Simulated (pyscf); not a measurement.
This saddle point was located with ωB97X-D3(BJ)/def2-SVP in PySCF.

```xyz
12

Cl    -0.6148    -2.1784     1.7296
Ta    -1.8736    -0.6415    -0.0392
Cl    -0.8262    -1.9340    -1.6488
Cl    -2.5785     0.8977    -1.5498
Cl    -3.6082    -2.1129     0.1663
Cl    -2.6686     0.6163     1.7672
O     -0.0681     0.0828     0.4752
Si     0.4930     1.6431     0.8789
H      0.0849    -0.9887     1.2547
H      0.3370     1.8259     2.3434
H     -0.3166     2.6189     0.1103
H      1.9244     1.6984     0.4890
```

Surface: singlet, charge 0. Lowest wavenumbers (cm⁻¹): 846i, 52, 64, 90, 104.

### Question
What reaction is this the transition state of?

### Answer
`[Cl][Ta]([Cl])([Cl])([Cl])[Cl]` + `[OH][SiH3]` ⇌ `[ClH]` + `[SiH3][O][Ta]([Cl])([Cl])([Cl])[Cl]`, a four-centre exchange read from left to right: Cl–Ta, H–O broken and Cl–H, O–Ta formed. At ωB97M-D3(BJ)/def2-TZVP it lies +2.4 kJ/mol from the left side and +33.5 kJ/mol from the right (each side as separated species at their lowest minima found). On the reactant side the descent ends in an adduct with a O–Ta contact, 97.3 kJ/mol under the separated species and 83.6 kJ/mol under the saddle at ωB97X-D3(BJ)/def2-TZVP. On the product side the descent ends in an adduct with a Cl–Ta contact (not fully relaxed), 34.2 kJ/mol under the separated species and 42.4 kJ/mol under the saddle at ωB97X-D3(BJ)/def2-TZVP. What is counted as formed (O–Ta) is already present as a longer contact in the reactant adduct; forming that adduct is a step of its own. What is counted as broken (Cl–Ta) persists as a longer contact in the product adduct; parting that adduct is a step of its own. At ωB97X-D3(BJ)/def2-TZVP the barrier from the zero used here is -13.6 kJ/mol. One saddle was located; it need not be the lowest between these sides. Elements past Kr carry the def2 core potentials, without spin-orbit coupling.
